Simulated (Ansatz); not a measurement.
```yaml
crystal:
  periodic: [false, false, false]
  atoms:
    - {symbol: S, position_ang: [0.366715, 1.583421, 0.477911]}
    - {symbol: S, position_ang: [-1.323501, 0.910559, -0.540188]}
    - {symbol: S, position_ang: [-1.346238, -0.926283, 0.438524]}
    - {symbol: S, position_ang: [0.561161, -1.639623, -0.221146]}
    - {symbol: S, position_ang: [1.741872, 0.071926, -0.155100]}
basis:
  gaussian: {orbitals: pcseg-2}
total_charge: 2
hamiltonian: {xc: {name: revPBE0}, dispersion: d3bj}
scf: {lower_state_search: off}
```

```sh
$ ansatz run in.yaml --threads 4 --pin off --events-out ev --progress --plain --max-ram 4787MiB
```

It prints (some lines left out):

```
Functional definition: revPBE0
1395 factors; their error is unknown
mean field evaluation 1: about -54144.0818 eV, gradient 3.4e1 eV
mean field evaluation 2: about -54136.5731 eV, gradient 5.9e1 eV
mean field evaluation 4: about -54147.1511 eV, gradient 3.0e0 eV
mean field evaluation 8: about -54147.4822 eV, gradient 1.8e-1 eV
mean field evaluation 16: about -54147.4822 eV, gradient 3.9e-4 eV
mean field -54147.48221013 eV, -1989.8832687407 hartree, gradient 4.9e-6 eV, S^2 0.000000; 0 other end points of the search recorded, 0 dependent functions left out
reference -54147.48224481 eV, -1989.8832700150 hartree; 39, 39 occupied and 131, 131 virtual orbitals, 1395 factors
Total energy: -54148.14960464 eV, -1989.9077950364 hartree
Checks for a lower state left out: stability, starts, cluster_reference, orbital_swaps, neighbouring_geometries, increment
```

It took 1.5 s on 4 threads of AMD EPYC 7B13 on a shared host.
